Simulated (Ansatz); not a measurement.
**[Cl···H···F], doublet: transfer scan**

Starting geometry:

| atom | x (Å) | y (Å) | z (Å) |
| --- | --- | --- | --- |
| Cl | 0.0000 | 0.0000 | -1.2426 |
| H | 0.0000 | 0.0000 | 0.0362 |
| F | 0.0000 | 0.0000 | 1.2064 |

From there H2 is moved from one fragment to the other while all else, the fragments' distance too, stays fixed; atoms are numbered as listed. Energies are in eV, counted from the starting geometry at the same level.

Basis cc-pVDZ; Ansatz 0.2.0. Only valence electrons are correlated (noble-gas cores frozen). R marks a restricted (for open shells ROHF) determinant, U an unrestricted one.

Coupled cluster chose its determinant by trial CCSD, here up to 0.20 eV above the lowest Hartree–Fock solution of its kind, and MP2 stands on that determinant too. The reference follows the lowest state, whose symmetry changes from Σ⁺ or Δ to Π between 1.510 and 1.549.

Full CI isn't at hand for all of this; UCCSDT(Q) serves as the reference, and is uncertain by about the last step of the cluster series. The frozen core follows each run's orbitals, which can shift R against U totals by a few meV.

```json
{"distance Cl1-H2 (Å)": "1.189", "UCCSDT(Q)": "0.344", "error RMP2": "-0.056", "error RCCSD": "-0.028", "error UCCSD": "-0.022", "error UCCSD(T)": "-0.005", "error UCCSDT": "-0.004", "error RCCSDT(Q)": "0.000"}
{"distance Cl1-H2 (Å)": "1.279", "UCCSDT(Q)": "0.000", "error RMP2": "0.000", "error RCCSD": "0.000", "error UCCSD": "0.000", "error UCCSD(T)": "0.000", "error UCCSDT": "0.000", "error RCCSDT(Q)": "0.000"}
{"distance Cl1-H2 (Å)": "1.317", "UCCSDT(Q)": "-0.124", "error RMP2": "-0.046", "error RCCSD": "0.010", "error UCCSD": "0.006", "error UCCSD(T)": "0.002", "error UCCSDT": "0.002", "error RCCSDT(Q)": "0.000"}
{"distance Cl1-H2 (Å)": "1.356", "UCCSDT(Q)": "-0.255", "error RMP2": "-0.289", "error RCCSD": "0.012", "error UCCSD": "0.007", "error UCCSD(T)": "0.002", "error UCCSDT": "0.003", "error RCCSDT(Q)": "0.000"}
{"distance Cl1-H2 (Å)": "1.395", "UCCSDT(Q)": "-0.394", "error RMP2": "-0.363", "error RCCSD": "0.004", "error UCCSD": "0.003", "error UCCSD(T)": "0.002", "error UCCSDT": "0.002", "error RCCSDT(Q)": "0.000"}
{"distance Cl1-H2 (Å)": "1.433", "UCCSDT(Q)": "-0.530", "error RMP2": "-0.322", "error RCCSD": "-0.007", "error UCCSD": "-0.004", "error UCCSD(T)": "0.000", "error UCCSDT": "0.002", "error RCCSDT(Q)": "0.000"}
{"distance Cl1-H2 (Å)": "1.472", "UCCSDT(Q)": "-0.655", "error RMP2": "-0.309", "error RCCSD": "-0.019", "error UCCSD": "-0.013", "error UCCSD(T)": "-0.001", "error UCCSDT": "0.000", "error RCCSDT(Q)": "0.000"}
{"distance Cl1-H2 (Å)": "1.510", "UCCSDT(Q)": "-0.742", "error RMP2": "-0.307", "error RCCSD": "-0.030", "error UCCSD": "-0.023", "error UCCSD(T)": "-0.003", "error UCCSDT": "-0.001", "error RCCSDT(Q)": "0.000"}
{"distance Cl1-H2 (Å)": "1.549", "UCCSDT(Q)": "-0.804", "error RMP2": "-0.316", "error RCCSD": "-0.053", "error UCCSD": "-0.044", "error UCCSD(T)": "-0.006", "error UCCSDT": "-0.003", "error RCCSDT(Q)": "0.000"}
```

Errors are those of relative energies. In total energy the starting point itself misses UCCSDT(Q) by: RMP2 1.000, RCCSD 0.188, UCCSD 0.177, UCCSD(T) 0.031, UCCSDT 0.018, RCCSDT(Q) 0.000 eV.

Spread of the error over the points with a reference, to 1.549 Å (largest less smallest): RCCSDT(Q) 0.001, UCCSDT 0.006, UCCSD(T) 0.009, UCCSD 0.051, RCCSD 0.065, RMP2 0.363 eV.
